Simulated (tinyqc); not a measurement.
The basis set: RHF and MP2 along a ladder of basis sets, for H2F+, spin multiplicity 1. Computed by the program tinyqc with PySCF. Same geometry throughout; the dipole is taken about the origin.

Geometry (angstrom):
```
atom,x,y,z
F,0.0000,0.0000,0.0000
H,0.0000,0.7820,0.4460
H,0.0000,-0.7820,0.4460
```

RHF and frozen-core MP2 in a ladder of bases:
```
basis,functions,E(RHF) (hartree),E(MP2 corr) (hartree),HOMO (eV),LUMO (eV),dipole (debye)
sto-3g,7,-98.84931,-0.02603,-29.278,1.308,2.563
3-21g,13,-99.65662,-0.12645,-31.025,-3.308,2.868
6-31g,13,-100.16288,-0.12754,-31.258,-4.129,2.885
6-31g**,24,-100.20917,-0.18102,-31.119,-3.771,2.461
cc-pvdz,24,-100.21183,-0.20352,-31.160,-4.214,2.427
aug-cc-pvdz,41,-100.22004,-0.21382,-31.197,-5.287,2.382
cc-pvtz,58,-100.25199,-0.26717,-31.202,-4.640,2.386
```

What does the comparison show, and why?

From cc-pVDZ to cc-pVTZ the RHF energy falls by 40.2 mhartree and the correlation energy by 63.7. If valence correlation converges as X^-3, (27 E(T) - 8 E(D))/19 gives -0.2940 hartree, a rough estimate from such small X that usually falls short; STO-3G holds about 9 % of it. Beyond STO-3G the LUMO moves by 2.0 eV and the HOMO by 0.2 eV.
